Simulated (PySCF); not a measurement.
thioformamide, CH3NS, SMILES NC=S, point group Cs.

Level: PBE0/pcSseg-1 in PySCF (density fitting, grid level 2); geometry and Hessian at that level, cubic constants and property derivatives from steps of ±0.6 along each species' dimensionless normal coordinates, second-order vibrational perturbation theory. The parent has the commonest isotopes.

Equilibrium geometry (Å):

| atom | x | y | z |
| --- | --- | --- | --- |
| N1 | -0.7231 | -0.0717 | 0.0270 |
| C2 | 0.5890 | 0.1622 | -0.0624 |
| S3 | 1.7801 | -0.9589 | 0.0468 |
| H4 | -1.0500 | -1.0182 | 0.1761 |
| H5 | -1.4010 | 0.6725 | -0.0502 |
| H6 | 0.8176 | 1.2221 | -0.2236 |

Problem. Give the equilibrium and ground-state rotational constants (MHz) of parent; ²H at 5; ²H at 4; ³³S at 3, ²H at 5; ¹⁵N at 1; ³³S at 3; ¹³C at 2, ²H at 5.

Solution. 
```tsv
species	Ae	Be	Ce	A0	B0	C0	Δ0 (u Å²)	harmonic ZPE (cm⁻¹)
parent	62855	6075	5539.6	62231	6053.1	5513.3	0.054	9648
²H at 5	62617	5646.4	5179.3	61973	5627	5156.5	0.040	8923
²H at 4	52912	5904.3	5311.6	52435	5886.6	5289.3	0.057	8922
³³S at 3, ²H at 5	62558	5574.6	5118.5	61915	5555.6	5096.1	0.040	8920
¹⁵N at 1	62413	5894.5	5385.8	61796	5872.9	5360.1	0.054	9620
³³S at 3	62792	5998.2	5475.1	62169	5976.7	5449.3	0.054	9645
¹³C at 2, ²H at 5	60893	5633.5	5156.4	60284	5614.7	5134.1	0.043	8878
```

Δ0 = Ic − Ia − Ib from the ground-state constants.

Problem. How is the parent's vibrational correction B0 − Be made up?

Solution. 
```
axis  harmonic  Coriolis  cubic  total (MHz)
   a       406      -307   -722         -623
   b      9.24     -2.62  -28.5        -21.8
   c      4.26     -1.28  -29.3        -26.3
```

Problem. And its quartic centrifugal distortion constants from the harmonic force field?

Solution. Asymmetric top, A reduction, Ir representation: ΔJ = 2.43 kHz, ΔJK = -48.7 kHz, ΔK = 1510 kHz, δJ = 0.351 kHz, δK = 15.2 kHz.

Internal rotors are held in one well.
